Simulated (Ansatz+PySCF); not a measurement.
## doublet N2(+): levels of theory in one basis

```xyz
2

N     0.0000    0.0000   -0.5104
N     0.0000    0.0000    0.5104
```

Basis set: def2-SVP (spherical functions). Correlated methods keep 2 orbitals frozen. Correlation on ROHF uses semicanonical orbitals with singles. Charge 1, multiplicity 2.

Computed with Ansatz (development build ahead of 0.2.0); each method stands on the lowest determinant of its kind that the runs found. NEVPT2 correlates all electrons. Active spaces start from the frontier orbitals, and the lowest solution found is given.

```csv
method,E − E(ROHF) (eV),<S²> of the determinant
ROHF,0.00,0.75
UHF,-0.34,0.91
ROHF-MP2,-7.43,–
UHF-MP2,-7.08,0.91
ROHF-CCSD,-8.27,–
UHF-CCSD,-8.24,0.91
ROHF-CCSD(T),-8.59,–
UHF-CCSD(T),-8.56,0.91
"SC-NEVPT2(9,8)",-8.15,–
```

Question: What does CASSCF(9,8) give on the same scale?

Answer: -4.73 eV.

Question: Is a single determinant a sound starting point here?

Answer: Only with care. Unrestricted orbitals gain 0.34 eV and <S²> is 0.91 against 0.75 for a pure state, a contamination that matters most for the unrestricted series. The CASSCF(9,8) natural occupations are 1.99, 1.93, 1.93, 1.93, 1.05, 0.08, 0.08, 0.01.

Caution for ROHF, UHF, ROHF-MP2, UHF-MP2, ROHF-CCSD, UHF-CCSD, ROHF-CCSD(T), UHF-CCSD(T): the determinant breaks the point group. Caution for UHF, UHF-MP2, UHF-CCSD, UHF-CCSD(T): the unrestricted determinant is spin contaminated. Caution for ROHF-MP2, UHF-MP2: MP2 on this radical cation hangs on the determinant chosen. Caution for ROHF-MP2, UHF-MP2, ROHF-CCSD(T), UHF-CCSD(T): another reference gives a lower total.
